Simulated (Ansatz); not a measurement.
## Relaxing Rb₂PdC₂

The calculation used Ansatz, DFT r2SCAN, scalar-relativistic, plane waves, PAW.

The start is a database structure of Rb₂PdC₂, space group P-3m1 (No. 164).

Input of the last, converged step (default PAW datasets):

```yaml
crystal:
  lattice:
    - [5.35809969, 0.0, 0.0]
    - [-2.679049845, 4.6402504475, 0.0]
    - [0.0, 0.0, 5.2888]
  atoms:
    - { symbol: Rb, position: [0.3333333333, 0.6666666667, 0.2775] }
    - { symbol: Rb, position: [0.6666666667, 0.3333333333, 0.7225] }
    - { symbol: Pd, position: [0.0, 0.0, 0.0] }
    - { symbol: C, position: [0.0, 0.0, 0.3809] }
    - { symbol: C, position: [0.0, 0.0, 0.6191] }
basis:
  ecutwfc: 500
kpoints:
  mp_grid: { grid: [6, 6, 6] }
hamiltonian:
  xc: r2scan
scf:
  occupations: { method: gaussian, width: 0.02 }
output:
  forces: true
  stress: true
  eigenvalues: true
relax:
  adjacent_minimum: "off"
  f_tol: 0.01
  max_steps: 80
  cell: { stress_tol: 0.05 }
```

Launched as:

```bash
ansatz run input.yaml --threads 1 --pin off --max-ram 2560MiB --backend cpu --events-out ev --progress --plain --runs-dir out
```

The run took 85 s on 1 thread of Arm Neoverse V1 (shared host), peak memory 0.71 GiB.

The program printed at the end:

```
SCF converged after 5 iterations
Free energy (F): -14045.285014 eV
Harris-Foulkes:  -14045.285014 eV  (|F-HF|=2.73e-11)
Internal energy: -14045.285014 eV  (E = F + TS)
E sigma→0 (E₀):  -14045.285014 eV
Fermi energy:    6.159631 eV
--- Per-component energies (eV) ---
  E_band       = -559.709598
  E_kinetic    = 1077.047344
  E_local      = -4976.973551  (includes V_loc(G=0)·N_el)
  E_nonlocal   = 615.451202
  E_hartree    = 1891.837334
  E_xc         = -503.314193
  E_vxc        = -665.026061  (∫ρ·V_xc dr)
  E_paw        = -9242.652097  (= ΣΔE_a)
  E_vpaw       = -435.590872  (= ΣTr[D̂ρ^β])
  E_aug_tail   = 0.000113  (compensation charges beyond the density's cutoff)
  E_vtau       = 41.707110  (kinetic-family band-sum trace: ∫τ·v_τ [+ j·A + Jᵃ·Aᵃ] dr)
  E_ewald      = -2905.885678
  E_core_change = -0.795489  (= ΣΔE_core)
  E_smearing   =  0.000000  (= −TS)
  E_closure    =  0.000000  (closes the sum)
  Σ components = -14045.285014   (vs F -14045.285014, Δ=0.00e0)
--- Forces (eV/Å), atoms counted from 1 ---
  atom   1  Rb     0.00000000     0.00000000    -0.00125902
  atom   2  Rb     0.00000000     0.00000000     0.00125902
  atom   3  Pd     0.00000000     0.00000000     0.00000000
  atom   4  C      0.00000000     0.00000000     0.00263883
  atom   5  C      0.00000000     0.00000000    -0.00263883
  max |Σ_I F_I| component: 1.27e-17 eV/Å
--- Stress (GPa, compression-positive) ---
       -0.004692       0.000000       0.000000
        0.000000      -0.004692       0.000000
        0.000000       0.000000      -0.013262
  P = ⅓ Tr σ = -0.0075 GPa (-0.075 kbar)
--- Relaxed structure (4 steps of the walk, 4 accepted, 1 SCFs on fresh bases) ---
  F+E_penalty+E_count = -14045.28501393 eV   max|allowed force component| = 2.639e-3 eV/Å   (the final SCF, on the basis selected at the relaxed cell)
  cell:  # Å, volume = 132.3123 Å³
    - [5.384558, 0.000000, 0.000000]
    - [-2.692279, 4.663164, 0.000000]
    - [0.000000, 0.000000, 5.269499]
  atoms:
    - { symbol: Rb, position: [0.333333, 0.666667, 0.283513] }
    - { symbol: Rb, position: [0.666667, 0.333333, 0.716487] }
    - { symbol: Pd, position: [0.000000, 0.000000, 0.000000] }
    - { symbol: C, position: [0.000000, 0.000000, 0.380222] }
    - { symbol: C, position: [0.000000, 0.000000, 0.619778] }
```

Absolute energies hang on the potentials; compare differences alone.

The result has space group P-3m1 (No. 164). Rb is coordinated by 3 C at 3.15 Å, 3 Pd at 3.45 Å, 3 C at 3.58 Å and 3 Rb at 3.86 Å (next Rb at 4.31 Å); Pd is coordinated by 2 C at 2.00 Å; around C lie 1 C at 1.26 Å.

Against the elements it lies at -0.041 eV/atom. The zero of energy is the elements' standard structures at the same level; no fitted shifts are applied.

A structure relaxed within its symmetry needn't be a true minimum.